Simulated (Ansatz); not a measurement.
We consider hcp Hf, described by PBE-D3(BJ) (Ansatz, a program for electronic structure, PAW).

Settings: plane-wave cutoff 520 eV, 18×18×12 k mesh (along the axes of the cell as run), Fermi–Dirac smearing 0.05 eV, scalar-relativistic PAW data made under PBE.

Cell (relaxed at this level):

```
CELL_PARAMETERS angstrom
      1.58506    -2.74540     0.00000
      1.58506     2.74540     0.00000
      0.00000     0.00000     5.01948
ATOMIC_POSITIONS crystal
  Hf 0.33333 0.66667 0.25000
  Hf 0.66667 0.33333 0.75000
```

Problem. Predict the bulk modulus B0 and pressure derivative B′ of the bulk modulus.

Solution. 
bulk modulus B0: 112 GPa
pressure derivative B′ of the bulk modulus: 3.4

The run finds no gap.

Measured, for comparison: bulk modulus 110 GPa (zero-point energy and finite temperature contributions removed; as tabulated in doi:10.1021/acs.jctc.3c00612). Computed (rounded) less measured: bulk modulus +2 %.

Note: the bulk modulus comes from volumes at which shape and atoms were relaxed.

Spin–orbit coupling is not included.

Static lattice: no zero-point or thermal effects.

Computing time: very roughly 7 core-minutes.
